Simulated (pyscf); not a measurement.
H₃C–S–CH₃ (SMILES CSC) + H• (SMILES [H]) → CH₄ (SMILES C) + H₃C–S• (SMILES C[S]), a substitution at C (doublet surface; C–S broken, C–H formed). Single points on ωB97X-D3(BJ)/def2-SVP structures (PySCF, gas phase). Correlated levels are frozen-core, on RHF or UHF. ΔMP2 is the change of the MP2 total energy from the triple- to the quadruple-zeta basis. Energies in kJ/mol from the separated reactants.

AM1 to PM7: differences of heats of formation from MOPAC. Open shells are spin-unrestricted. 

**Question.** Quick AM1 single points give ΔE‡ = 48.7 kJ/mol and ΔE = -98.8 kJ/mol. What does CCSD(T)/def2-TZVPP + ΔMP2(QZVPP) give, and how far is the quick result from it?

**Answer.** CCSD(T)/def2-TZVPP + ΔMP2(QZVPP) gives ΔE‡ = 83.7 kJ/mol and ΔE = -144.4 kJ/mol. AM1 lies 35.0 kJ/mol under it in the barrier and 45.6 kJ/mol over it in the reaction energy, so on this step it does not hold to within 12.6 kJ/mol. CCSD(T)/def2-TZVPP + ΔMP2(QZVPP) has limits of its own. Abstraction by the radical was not located in this set and often lies lower. One saddle was located; it need not be the lowest between these sides. The angle at the attacked C is 180°. The CCSD(T) − MP2 part came from Ansatz, without density fitting, on the same reference. A UHF reference is spin-contaminated (<S²> up to 0.86), which harms MP2 most.
